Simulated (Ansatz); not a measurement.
```yaml
crystal:
  periodic: [false, false, false]
  atoms:
    - {symbol: F, position_ang: [0.824210, -1.904862, -1.295004]}
    - {symbol: C, position_ang: [0.090717, -1.670642, -0.186891]}
    - {symbol: C, position_ang: [0.045537, -0.402831, 0.343094]}
    - {symbol: O, position_ang: [-0.509325, 0.674261, -0.428343]}
    - {symbol: C, position_ang: [-0.115497, 1.790244, 0.035800]}
    - {symbol: F, position_ang: [-0.797751, 2.317337, 1.169295]}
    - {symbol: H, position_ang: [-1.189282, -1.897743, -0.758537]}
    - {symbol: H, position_ang: [0.296912, -2.613672, 0.354541]}
    - {symbol: H, position_ang: [-0.537747, -0.514400, 1.401902]}
    - {symbol: H, position_ang: [1.349272, -0.221560, 0.578716]}
    - {symbol: H, position_ang: [-0.372378, 2.514578, -1.014830]}
    - {symbol: H, position_ang: [0.777656, 1.932783, 0.325883]}
basis:
  gaussian: {orbitals: 6-31G}
hamiltonian: {xc: {name: PBE0}, dispersion: d3bjatm}
accuracy: high
relax: {f_tol: 0.001, max_steps: 1}
output: {forces: true}
```

```sh
$ ansatz run in.yaml --threads 4 --pin off --events-out ev --progress --plain --max-ram 10444MiB
```

It prints (some lines left out):

```
Functional definition: PBE0
1749 factors; integrals over basis functions are off by at most 1.9e-9 eV
mean field evaluation 1: about -10667.7664 eV, gradient 3.8e1 eV
mean field evaluation 2: about -10666.6715 eV, gradient 4.6e1 eV
mean field evaluation 4: about -10670.4085 eV, gradient 2.1e0 eV
mean field evaluation 8: about -10670.5462 eV, gradient 1.3e-1 eV
mean field evaluation 16: about -10670.5463 eV, gradient 1.8e-5 eV
mean field -10670.54625362 eV, -392.1353420645 hartree, gradient 4.1e-8 eV, S^2 0.000000; 0 other end points of the search recorded, 0 dependent functions left out
reference -10670.54625540 eV, -392.1353421298 hartree; 25, 25 occupied and 41, 41 virtual orbitals, 1749 factors
relax step   1: F+E_penalty+E_count = -10670.71254277 eV  Δ(F+E_penalty+E_count) = +0.000e0 eV  max|allowed force component| = 7.983e0 eV/Å  Δτ_max = 0.0000 Å  (32 SCF iters, accepted)
Error: geometry relaxation did not converge after 1 steps: max|allowed force component| = 7.98e0 eV/Å (threshold 1.0e-3). Raise `relax.max_steps` over both its present limit and 1, loosen `relax.f_tol`, or start from a geometry closer to equilibrium. Where this run's directory can be resumed (`checkpoint.write`), a resume goes on for up to `relax.max_steps` more
```

In this input the relaxation is allowed too few steps for its threshold. The run did not converge.
